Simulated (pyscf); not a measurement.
`[O]=[W](=[O])=[O]` + `[CH4]` → `[CH3][W](=[O])(=[O])[OH]` (addition across a multiple bond or ene-type step; singlet surface; C–H broken, C–W, H–O formed). Structures and frequencies: ωB97X-D3(BJ)/def2-SVP in PySCF. Energies in kcal/mol from the separated reactants.

| level | barrier | reaction energy |
|---|---|---|
| ωB97X-D3(BJ)/def2-TZVP | -8.2 | -64.9 |
| PBE/def2-TZVP | ? | -50.5 |
| r²SCAN/def2-TZVP | -4.1 | -56.0 |
| PBE0-D3(BJ)/def2-TZVP | -6.0 | -59.6 |
| M06-2X/def2-TZVP | ? | ? |
| ωB97M-D3(BJ)/def2-TZVP | -4.3 | -60.6 |

### Question
Fill in the missing entries.

### Answer

- PBE/def2-TZVP, barrier: -2.4
- M06-2X/def2-TZVP, barrier: -5.7
- M06-2X/def2-TZVP, reaction energy: -63.8

On the reactant side the descent ends in an adduct with a C–W contact, 25.5 kcal/mol under the separated species and 17.3 kcal/mol under the saddle at ωB97X-D3(BJ)/def2-TZVP. At ωB97X-D3(BJ)/def2-TZVP, PBE, r²SCAN, PBE0-D3(BJ), M06-2X, ωB97M-D3(BJ) the saddle lies under the separated reactants, which points to a path from their complex (located at ωB97X-D3(BJ) alone). What is counted as formed (C–W) is already present as a longer contact in the reactant adduct; forming that adduct is a step of its own. At the saddle there is also a short H–W contact that neither side keeps. This is the saddle that the search found; another between the same sides may lie lower. Elements past Kr carry the def2 core potentials, without spin-orbit coupling.
